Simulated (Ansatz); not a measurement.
# AlBH2 (triplet): the correlation ladder at scale of all distances = 1.743, 6-31G

Aim: climb from Hartree-Fock through coupled cluster and multireference methods for AlBH2 (triplet) at one geometry and basis, and see what each rung misses.

The runs use Ansatz 0.2.0, Gaussian basis; 6-31G, core rule «outside noble gas», up to 6 orbitals frozen.

The runs, in order: UHF; CCSD(T) on ROHF; CCSD(T) on UHF; BCCD(T) on ROHF; CISD as a restricted active space (open shells left free, so some higher excitations enter); CCSDT(Q) on ROHF; CCSDT(Q) on UHF; CISDTQ; CASSCF and MRCISD+Q, 4 electrons in 4 orbitals; CASSCF and NEVPT2, 4 electrons in 4 orbitals; CASSCF and MRCISD+Q, 8 electrons in 10 orbitals; CASSCF and NEVPT2, 8 electrons in 10 orbitals; Full CI.

14 further runs of the same task are left out: 13 that didn't finish, 1 set aside as unsound or not needed. Runs told in other sessions of the task aren't counted.

## (1) The system

The geometry derives from a PBE0/def2-TZVP stationary point (not a proven minimum). All distances are scaled together.

4 atoms, charge 0, spin multiplicity 3.

Atoms are counted from 1 here; the program's logs count them from 0.

No contacts short enough for the rule that draws bonds.

Coordinates:

```xyz
4

B     0.00000    0.00000    2.38597
Al    0.00000    0.00000   -1.20161
H     0.00000    1.87828    3.28717
H     0.00000   -1.87828    3.28717
```

## (2) UHF

The input, in.yaml:

```yaml
crystal:
  periodic: [false, false, false]
  atoms:
    - {symbol: B, position_ang: [0.000000, 0.000000, 2.385969]}
    - {symbol: Al, position_ang: [0.000000, 0.000000, -1.201608]}
    - {symbol: H, position_ang: [0.000000, 1.878278, 3.287166]}
    - {symbol: H, position_ang: [0.000000, -1.878278, 3.287166]}
basis:
  gaussian: {orbitals: 6-31G}
magnetization: {spin_polarized: true, initial_magnetization: 2}
hamiltonian: {xc: hf}
output: {orbitals: {seedname: orbitals}}
```

On the command line:

```
$ ansatz run in.yaml --threads 1 --pin off --events-out ev --progress --plain --max-ram 2393MiB
```

After this run come: CCSD(T) on ROHF; CCSD(T) on UHF; BCCD(T) on ROHF; CISD as a restricted active space (open shells left free, so some higher excitations enter); CCSDT(Q) on ROHF; CCSDT(Q) on UHF; CISDTQ; CASSCF and MRCISD+Q, 4 electrons in 4 orbitals; CASSCF and NEVPT2, 4 electrons in 4 orbitals; CASSCF and MRCISD+Q, 8 electrons in 10 orbitals; CASSCF and NEVPT2, 8 electrons in 10 orbitals; Full CI.

Q: Predict the results of all the runs planned. Wanted: FCI from the RHF energy; RMP2 from FCI; UMP2 from FCI; RCCSD from FCI; RCCSD(T) from FCI; UCCSD(T) from FCI; RCCSDT(Q) from FCI; UCCSDT(Q) from FCI; NEVPT2 valence from FCI.

The runs gave:

| quantity | value |
| --- | --- |
| FCI from the ROHF energy | -3.9589 eV |
| RMP2 from FCI | +1763.2 meV |
| UMP2 from FCI | +1749.4 meV |
| RCCSD from FCI | +240.7 meV |
| RCCSD(T) from FCI | +89.3 meV |
| UCCSD(T) from FCI | +92.8 meV |
| RCCSDT(Q) from FCI | +4.7 meV |
| UCCSDT(Q) from FCI | +5.2 meV |
| NEVPT2 valence from FCI | +192.5 meV |
| MRCISD+Q valence from FCI | +16.2 meV |
| levels within 1 kcal/mol (43 meV) | RCCSDT, UCCSDT, RCCSDT(Q), UCCSDT(Q), MRCISD valence, MRCISD+Q valence |
| T1 diagnostic | 0.046 |
| effectively unpaired electrons | 2.41 |

**Reading.** RCCSD(T) lands +89.3 meV from the yardstick (2.3 % of the correlation energy). The occupations show static correlation (2.41 effectively unpaired electrons where one determinant has 2). Of the multireference levels listed MRCISD+Q valence comes nearest in total energy (+16.2 meV), which doesn't show that its space is the better one. Coupled cluster took another determinant than the lowest Hartree-Fock one. These misses are within one basis, not against nature; the frozen cores of restricted and unrestricted runs differ, which can shift their rows.

Levels on UHF freeze UHF's core orbitals, full CI those of ROHF, so the U rows can settle a little off it for that reason alone.

With open shells the CI space here admits some higher excitations, so it is larger than plain CISD.
